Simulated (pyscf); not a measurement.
H₂B–O–SiH₃ + ammonia (NH₃) -> silanol (HO–SiH₃) + H₂B–NH₂ (four-centre exchange; singlet surface; B–O, H–N broken, H–O, B–N formed). Single points on ωB97X-D3(BJ)/def2-SVP structures (PySCF, gas phase). Correlated levels are frozen-core, on RHF or UHF. ΔMP2 is the change of the MP2 total energy from the triple- to the quadruple-zeta basis. Energies in eV from the separated reactants.

| level | barrier | reaction energy |
|---|---|---|
| ωB97X-D3(BJ)/def2-TZVP | [?] | -0.04 |
| PBE/def2-TZVP | 0.25 | -0.14 |
| r²SCAN/def2-TZVP | 0.32 | -0.09 |
| MP2/def2-QZVPP | 0.40 | -0.06 |
| CCSD/def2-TZVPP | 0.58 | -0.05 |
| CCSD(T)/def2-TZVPP | 0.46 | -0.05 |
| CCSD(T)/def2-TZVPP + ΔMP2(QZVPP) | [?] | [?] |

Task: Some entries are withheld; supply them.

Result: 
- ωB97X-D3(BJ)/def2-TZVP, barrier: 0.44
- CCSD(T)/def2-TZVPP + ΔMP2(QZVPP), barrier: 0.49
- CCSD(T)/def2-TZVPP + ΔMP2(QZVPP), reaction energy: -0.05

Of the functionals in the table, ωB97X-D3(BJ) is closest to CCSD(T)/def2-TZVPP + ΔMP2(QZVPP) in the barrier (0.05 eV apart) and PBE least close (0.24 eV); that level has limits of its own. On the reactant side the descent ends in an adduct with a B–N contact, 0.80 eV under the separated species and 1.24 eV under the saddle at ωB97X-D3(BJ)/def2-TZVP. What is counted as formed (B–N) is already present as a longer contact in the reactant adduct; forming that adduct is a step of its own. The products may also form a dative adduct at H₂B–NH₂; it and routes through it were not searched. This is the saddle that the search found; another between the same sides may lie lower. The CCSD(T) − MP2 part came from Ansatz, without density fitting, on the same reference.
